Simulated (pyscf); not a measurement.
PySCF, gas phase, ωB97X-D3(BJ)/def2-SVP geometries.

SMILES: [SiH](=[SiH2])F
```xyz
6

F     -1.2710    -0.0427     2.2676
Si    -1.4585     0.4235     0.7206
Si    -0.6589    -0.6971    -0.9292
H     -2.7187     1.2060     0.6423
H      0.6670    -1.3434    -0.7440
H     -0.7671     0.0807    -2.1950
```
Charge 0, spin multiplicity 1.

Q: List the bond dissociation enthalpies at 298 K of F–SiH=SiH₂ from ωB97M-D3(BJ)/def2-TZVP, from the weakest bond up.

A: H–Si to [F–SiH=SiH]• + H•: 70.8 kcal/mol; H–Si to [F–Si=SiH₂]• + H•: 72.1 kcal/mol; F–Si to F• + [HSi=SiH₂]•: 130.7 kcal/mol. Ring and multiple bonds, and those that leave no two simple radicals, are not listed. The radicals are drawn with the spin at the cut bond; how far it spreads was not checked. F–SiH=SiH₂ lies 6.6 kcal/mol over its isomer F–Si:–SiH₃ [singlet], and others may lie lower still (electronic energy, ωB97M-D3(BJ)). Other isomers of [HSi=SiH₂]•, [F–Si=SiH₂]•, [F–SiH=SiH]• were not searched in full and may lie lower. Left out: the spin-orbit lowering of F.
